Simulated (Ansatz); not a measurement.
Reaction (SMILES): C=O (CH2-O) → CH2O+ (doublet, bonded as C=O) + e-
B3LYP-D3(BJ)/def2-TZVP geometries, fixed; electronic energies without zero-point terms.

The adiabatic ionisation energy at MP2 with Ansatz (a quantum-chemistry and plane-wave program), in eV, split into its Hartree-Fock and correlation parts. Cores are frozen. Open shells are unrestricted. No added dispersion term, no relativity. Functions are those of the species that has most.

```
basis    X  functions  Hartree-Fock     MP2
-------  -  ---------  ------------  ------
cc-pVDZ  2         38         9.349  10.831
cc-pVTZ  3         88         9.421  11.212
cc-pVQZ  4        170         9.442  11.342
```

Worked estimate of the basis-set limit from each neighbouring pair, with Hartree-Fock from the larger set and the correlation part extrapolated as X^-3.
Correlation parts: X = 2: 1.482, X = 3: 1.791, X = 4: 1.900.
- (2,3): (27·(1.791) - 8·(1.482))/19 = 1.921; with Hartree-Fock 9.421 the estimate is 11.342 eV.
- (3,4): (64·(1.900) - 27·(1.791))/37 = 1.980; with Hartree-Fock 9.442 the estimate is 11.422 eV.
The last two estimates differ by 0.079 eV; the largest set lies 0.080 from the last. Over the last step Hartree-Fock moves by 0.021 and the correlation part by 0.109.
